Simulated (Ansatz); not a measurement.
Basis-set series for C3H10N2 (`CNCCN`). Charge 0, multiplicity 1. All single points use the PBE0-D4/def2-TZVP geometry. It is one conformer, not always the lowest.

```json
{"functional": "PBE0-D4", "basis": "def2-TZVPP", "functions": "295", "energy (Eh)": "-229.65023", "HOMO (eV)": "-6.54", "LUMO (eV)": "1.10"}
{"functional": "PBE0-D4", "basis": "def2-QZVPP", "functions": "585", "energy (Eh)": "-229.66401", "HOMO (eV)": "-6.59", "LUMO (eV)": "0.67"}
{"functional": "ωB97M-V", "basis": "def2-TZVPP", "functions": "295", "energy (Eh)": "-229.79948", "HOMO (eV)": "-8.93", "LUMO (eV)": "2.51"}
{"functional": "ωB97M-V", "basis": "def2-QZVPP", "functions": "585", "energy (Eh)": "-229.81305", "HOMO (eV)": "-8.97", "LUMO (eV)": "1.82"}
```

Q: Give the rows for def2-SVP. (An estimate is asked.)

A: Ansatz gave: 
| functional | basis | functions | energy (Eh) | HOMO (eV) | LUMO (eV) |
| --- | --- | --- | --- | --- | --- |
| PBE0-D4 | def2-SVP | 120 | -229.39140 | -6.33 | 1.79 |
| ωB97M-V | def2-SVP | 120 | -229.52732 | -8.72 | 3.44 |

Positive LUMOs are unbound and depend on the basis.
